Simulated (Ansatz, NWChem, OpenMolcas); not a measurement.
# Computed against measured: dipole moment

8 molecules with nitrogen; the dipole moment in D, computed less measured. Shapes, held fixed at every level: PBE0-D4/def2-TZVP. No vibrational averaging. Dipoles are compared by magnitude; molecules under 1 D, whose direction can flip, are left out. Programs: Ansatz 0.2.0, NWChem 7.3.0, OpenMolcas 26.06. A level may come from different programs for different species; with the same settings they agree closely. Measured values: NIST CCCBDB.

Levels: A = PBE-D4/def2-TZVPP; B = B3LYP/6-31G* (spherical functions); C = PBE0/def2-SVP.

| molecule | measured | A | B | C |
| --- | --- | --- | --- | --- |
| NS (Mononitrogen monosulfide) | 1.81 | +0.02 | -0.08 | +0.01 |
| HCN (hydrogen cyanide) | 2.98 | -0.06 | -0.08 | -0.09 |
| NOF (nitrosyl fluoride) | 1.81 | -0.55 | -0.70 | -0.56 |
| C2H3N (SMILES [C-]#[N+]C) | 3.85 | +0.12 | -0.21 | +0.05 |
| CH5N (methylamine) | 1.31 | -0.06 | +0.10 | +0.03 |
| C3H3NO (oxazole) | 1.50 | +0.06 | +0.05 | +0.05 |
| C3H5N (SMILES CCC#N) | 4.02 | +0.01 | -0.14 | -0.13 |
| C2H7N (dimethylamine) | 1.03 | -0.16 | -0.05 | -0.07 |

Q: Sum up the errors.

A: 
```csv
level,kind,mean error,mean absolute error,worst case
PBE-D4/def2-TZVPP,GGA,-0.077,0.130,NOF
B3LYP/6-31G* (spherical functions),global hybrid,-0.139,0.176,NOF
PBE0/def2-SVP,global hybrid,-0.089,0.124,NOF
```

On this set PBE0/def2-SVP has the smallest mean absolute error and B3LYP/6-31G* (spherical functions) the largest. B3LYP/6-31G* (spherical functions) is too low in 6 of 8; PBE0/def2-SVP is too low in 4 of 8. All levels miss NOF on one side: the cause may be the shape, the tabulated value or an error that the levels share. The levels differ in basis as well as in method. The tabulated value of NOF is in doubt (older tables, estimates, or at odds with other calculations) and kept here. Over the 7 molecules whose values aren't doubted the mean absolute errors are A 0.070; B 0.101; C 0.061. The smallest two are near a tie. Open shells run unrestricted. The set is small.
